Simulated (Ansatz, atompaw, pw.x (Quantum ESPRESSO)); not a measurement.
What a changed setting does to a pw.x run (sc Be)

Potential: PAW, atompaw 4.2.0.5, PBEsol; core [He], reference 2s2 2p0; waves: 2s (bound): rc 1.60 bohr; 2s channel at 0.55 Ry: rc 3.00 bohr; 2p (bound, empty): rc 3.00 bohr; 2p channel at 0.3 Ry: rc 3.00 bohr; 3d channel at 0.05 Ry: rc 3.00 bohr; 3d channel at 2.45 Ry: rc 3.00 bohr; local part: troulliermartins scheme with l = 3 at 0 Ry, radius 2.45 bohr; core correction: smooth core density matched at 2.26 bohr; augmentation: gaussian compensation charge, radius 2.60 bohr; PAW radius 3.00 bohr; waves and projectors: custom rrkj gramschmidtortho.

The reference run (k-mesh 15³, cutoffs 40/400 Ry, Fermi–Dirac 0.01 Ry, mixing_beta 0.4, conv_thr 1e-9, no spin) gives 1.13 GPa at 10.052 Å³/atom, where all-electron LAPW gives 0.82 GPa. This run, with its own iteration cap, changes diagonalization to paro.

```
&control
  calculation='scf', prefix='x', pseudo_dir='./', outdir='./tmp', tstress=.true., disk_io='none'
/
&system
  ibrav=0, nat=1, ntyp=1, ecutwfc=40, ecutrho=400, nbnd=8,
  occupations='smearing', smearing='fd', degauss=0.01
/
&electrons
  conv_thr=1e-09, mixing_beta=0.4, electron_maxstep=60, diagonalization='paro'
/
ATOMIC_SPECIES
Be 1.0 Be.UPF
CELL_PARAMETERS angstrom
  2.15816259 0.00000000 0.00000000
  0.00000000 2.15816259 0.00000000
  0.00000000 0.00000000 2.15816259
ATOMIC_POSITIONS crystal
Be 0.0000 0.0000 0.0000
K_POINTS automatic
15 15 15 0 0 0
```

```bash
pw.x < Be.scf.in > Be.scf.out
```

Task: How does the run end?

Result: It converges in 6 iterations; the free energy moves by +0.0 meV/atom and the pressure by +0.00 GPa. The result is that of the reference run.

```
Message from routine setup:
     using ibrav=0 with symmetry is DISCOURAGED, use correct ibrav instead
     lattice parameter (alat)  =       4.0783  a.u.
     unit-cell volume          =      67.8343 (a.u.)^3
     number of electrons       =         2.00
     number of Kohn-Sham states=            8
     kinetic-energy cutoff     =      40.0000  Ry
     charge density cutoff     =     400.0000  Ry
     scf convergence threshold =      1.0E-09
     Exchange-correlation= SLA PW PSX PSC
     number of k points=   120  Fermi-Dirac smearing, width (Ry)=  0.0100
     iteration #  1     ecut=    40.00 Ry     beta= 0.40
     total energy              =      -6.55714927 Ry
     estimated scf accuracy    <       0.00130111 Ry
     iteration #  2     ecut=    40.00 Ry     beta= 0.40
     total energy              =      -6.55411890 Ry
     estimated scf accuracy    <       0.00026093 Ry
     iteration #  3     ecut=    40.00 Ry     beta= 0.40
     total energy              =      -6.55373005 Ry
     estimated scf accuracy    <       0.00002454 Ry
     iteration #  4     ecut=    40.00 Ry     beta= 0.40
     total energy              =      -6.55374499 Ry
     estimated scf accuracy    <       0.00000098 Ry
     iteration #  5     ecut=    40.00 Ry     beta= 0.40
     total energy              =      -6.55374353 Ry
     estimated scf accuracy    <       0.00000052 Ry
     iteration #  6     ecut=    40.00 Ry     beta= 0.40
     the Fermi energy is     5.7892 ev
!    total energy              =      -6.55374354 Ry
     estimated scf accuracy    <          6.6E-10 Ry
     smearing contrib. (-TS)   =      -0.00173497 Ry
     convergence has been achieved in   6 iterations
          total   stress  (Ry/bohr**3)                   (kbar)     P=       11.27
     Message from routine punch:
     Nothing written, as per user request (disk_io='none')
```

The run took about 4.6 s on one core of a shared host (Intel(R) Xeon(R) 6975P-C, 128 threads, 496 GiB, load 6).
